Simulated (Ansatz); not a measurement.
# CHSi: the cost of one run

Computed with Ansatz 0.2.0, Gaussian basis. Level: the settings change from run to run.

19 further runs of the same task are left out: 1 for a mislabelled method, 1 for a known fault of the program, 9 that didn't finish, 8 set aside as unsound or not needed.

## (1) What is computed

The geometry derives from a PBE0/def2-TZVP stationary point (not a proven minimum). One bond is set to the value named and the two fragments are kept rigid.

3 atoms, charge 0, spin multiplicity 2.

Atoms are counted from 1 here; the program's logs count them from 0.

Bond lengths: Si1–C2 1.682 Å.

## (2) CCSDT(Q) on UHF/6-31G

File in.yaml:

```yaml
crystal:
  periodic: [false, false, false]
  atoms:
    - {symbol: Si, position_ang: [0.000000, 0.000000, -1.687634]}
    - {symbol: C, position_ang: [0.000000, 0.000000, -0.005183]}
    - {symbol: H, position_ang: [0.000000, 0.000000, 1.692817]}
basis:
  gaussian: {orbitals: 6-31G}
magnetization: {spin_polarized: true, initial_magnetization: 1}
correlation: {method: ccsdt_q, electrons: all}
accuracy: high
```

Run with:

```sh
$ ansatz run in.yaml --threads 1 --pin off --events-out ev --progress --plain --max-ram 2393MiB
```

**Question.** How long does this run take on 1 thread of Arm Neoverse V1, shared host, and how much memory does it need?

About 22 s, with a peak of 0.53 GiB.
